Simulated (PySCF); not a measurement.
DMSO cation (C₂H₆OS), SMILES CS(C)=O (connectivity only; charge and spin as stated), charge +1, multiplicity 2.

Coordinates come from a B3LYP-D3(BJ)/def2-SVP optimisation. The multiplicity is an assumed one; other spin states were not compared.

Two levels are set side by side: PBE/def2-TZVP (PySCF) and CAM-B3LYP/def2-TZVP (PySCF). Same geometry, gas phase. Differences are taken from unrounded values.

```tsv
quantity	CAM-B3LYP
α-spin orbital gap (eV)	11.47
β-spin orbital gap (eV)	7.28
mean polarisability (bohr³)	45.0
```

What does PBE give, and how far is it from CAM-B3LYP? (The exact figures need the calculation; the answer reports its results.)


```
quantity                      PBE  PBE minus CAM-B3LYP
---------------------------  ----  -------------------
α-spin orbital gap (eV)      6.17                -5.31
β-spin orbital gap (eV)      1.92                -5.36
mean polarisability (bohr³)  46.1                  1.0
```

Rough cost on one machine, each run with all the roots and properties that it gave: CAM-B3LYP against PBE within a factor of 2.
